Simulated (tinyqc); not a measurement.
Worked calculation: ROHF in the sto-6g basis, for CH2, spin multiplicity 3. One step of it, computed by the program tinyqc.

Problem. Iteration 20 (converged): orbitals. Diagonalise F' = X^T F X, C = X C', fill 5 alpha and 3 beta electrons from the bottom; D(s) = C_occ C_occ^T. Each column has its largest component positive (the first on a tie).

converged F (hartree):
```
             1C 1s      1C 2s    1C 2px     1C 2py     1C 2pz      2H 1s      3H 1s
1C 1s   -11.123447  -2.843080  0.000000   0.000000  -0.014229  -0.332798  -0.332798
1C 2s    -2.843080  -1.215492  0.000000   0.000000  -0.093674  -0.430601  -0.430601
1C 2px    0.000000   0.000000  0.010913   0.000000   0.000000   0.000000   0.000000
1C 2py    0.000000   0.000000  0.000000  -0.068283   0.000000  -0.290767   0.290767
1C 2pz   -0.014229  -0.093674  0.000000   0.000000  -0.018037  -0.191405  -0.191405
2H 1s    -0.332798  -0.430601  0.000000  -0.290767  -0.191405  -0.259293  -0.065413
3H 1s    -0.332798  -0.430601  0.000000   0.290767  -0.191405  -0.065413  -0.259293
```

X:
```
            1C 1s      1C 2s    1C 2px     1C 2py     1C 2pz      2H 1s      3H 1s
1C 1s    1.024533  -0.136342  0.000000   0.000000  -0.005133   0.017342   0.017342
1C 2s   -0.136342   1.108401  0.000000   0.000000   0.043885  -0.176727  -0.176727
1C 2px   0.000000   0.000000  1.000000   0.000000   0.000000   0.000000   0.000000
1C 2py   0.000000   0.000000  0.000000   1.073195   0.000000  -0.166822   0.166822
1C 2pz  -0.005133   0.043885  0.000000   0.000000   1.022605  -0.091413  -0.091413
2H 1s    0.017342  -0.176727  0.000000  -0.166822  -0.091413   1.089347  -0.012327
3H 1s    0.017342  -0.176727  0.000000   0.166822  -0.091413  -0.012327   1.089347
```

Give: F' = X^T F X; orbital energies; coefficients C; D(alpha) after iteration 20; D(beta) after iteration 20.

Solution.

F' = X^T F X (hartree):
```
          1        2       3        4        5        6        7
1  -10.9239  -1.4574  0.0000   0.0000  -0.0207  -0.0113  -0.0113
2   -1.4574  -0.5588  0.0000   0.0000   0.0064  -0.2921  -0.2921
3    0.0000   0.0000  0.0109   0.0000   0.0000   0.0000   0.0000
4    0.0000   0.0000  0.0000   0.1188   0.0000  -0.3121   0.3121
5   -0.0207   0.0064  0.0000   0.0000   0.0440  -0.1890  -0.1890
6   -0.0113  -0.2921  0.0000  -0.3121  -0.1890  -0.0388  -0.0135
7   -0.0113  -0.2921  0.0000   0.3121  -0.1890  -0.0135  -0.0388
```

orbital energies (hartree): MO1 -11.1255, MO2 -0.6713, MO3 -0.4005, MO4 -0.0811, MO5 0.0109, MO6 0.3868, MO7 0.4939

coefficients C:
```
            MO1      MO2      MO3      MO4     MO5      MO6      MO7
1C 1s    0.9964  -0.2031   0.0000   0.1371  0.0000  -0.1269   0.0000
1C 2s    0.0151   0.7211   0.0000  -0.6068  0.0000   0.6506   0.0000
1C 2px   0.0000   0.0000   0.0000   0.0000  1.0000   0.0000   0.0000
1C 2py   0.0000   0.0000   0.5153   0.0000  0.0000   0.0000   0.9705
1C 2pz   0.0020   0.1754   0.0000   0.7435  0.0000   0.6935   0.0000
2H 1s   -0.0022   0.2999   0.4855   0.2853  0.0000  -0.6697  -0.6316
3H 1s   -0.0022   0.2999  -0.4855   0.2853  0.0000  -0.6697   0.6316
```

D(alpha) after iteration 20:
```
          1C 1s    1C 2s  1C 2px   1C 2py   1C 2pz    2H 1s    3H 1s
1C 1s    1.0528  -0.2146  0.0000   0.0000   0.0683  -0.0240  -0.0240
1C 2s   -0.2146   0.8883  0.0000   0.0000  -0.3246   0.0431   0.0431
1C 2px   0.0000   0.0000  1.0000   0.0000   0.0000   0.0000   0.0000
1C 2py   0.0000   0.0000  0.0000   0.2655   0.0000   0.2502  -0.2502
1C 2pz   0.0683  -0.3246  0.0000   0.0000   0.5835   0.2647   0.2647
2H 1s   -0.0240   0.0431  0.0000   0.2502   0.2647   0.4071  -0.0644
3H 1s   -0.0240   0.0431  0.0000  -0.2502   0.2647  -0.0644   0.4071
```

D(beta) after iteration 20:
```
          1C 1s    1C 2s  1C 2px   1C 2py   1C 2pz    2H 1s    3H 1s
1C 1s    1.0340  -0.1314  0.0000   0.0000  -0.0336  -0.0631  -0.0631
1C 2s   -0.1314   0.5202  0.0000   0.0000   0.1265   0.2162   0.2162
1C 2px   0.0000   0.0000  0.0000   0.0000   0.0000   0.0000   0.0000
1C 2py   0.0000   0.0000  0.0000   0.2655   0.0000   0.2502  -0.2502
1C 2pz  -0.0336   0.1265  0.0000   0.0000   0.0308   0.0526   0.0526
2H 1s   -0.0631   0.2162  0.0000   0.2502   0.0526   0.3257  -0.1458
3H 1s   -0.0631   0.2162  0.0000  -0.2502   0.0526  -0.1458   0.3257
```
